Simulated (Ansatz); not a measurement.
```yaml
atoms:
  - { symbol: H, position_ang: [-0.0714, 0.0201, -0.0441] }
  - { symbol: O, position_ang: [1.1482, 0.0590, 0.0466] }
  - { symbol: O, position_ang: [-1.1674, -0.0512, 0.0792] }
  - { symbol: H, position_ang: [1.6251, 0.7297, 0.5034] }
  - { symbol: H, position_ang: [-1.5830, -0.7930, 0.4633] }
  - { symbol: H, position_ang: [1.6947, -0.2521, -0.6689] }
  - { symbol: H, position_ang: [-1.7860, 0.2159, -0.6853] }
```

RHF-MP2 on singlet H₅O₂(+) was run in several spherical basis sets with Ansatz (development build ahead of 0.2.0). Frozen core: 2 orbitals.

Rank the basis sets by the total energy that they give, lowest first, with the distance from the lowest.
A. def2-SVP
B. cc-pVDZ
C. STO-3G
D. 6-31G

B (0.00 eV), A (3.56 eV), D (6.12 eV), C (63.39 eV).

Totals follow the description of the cores as much as that of the bonds, so this order isn't one of quality for chemistry.
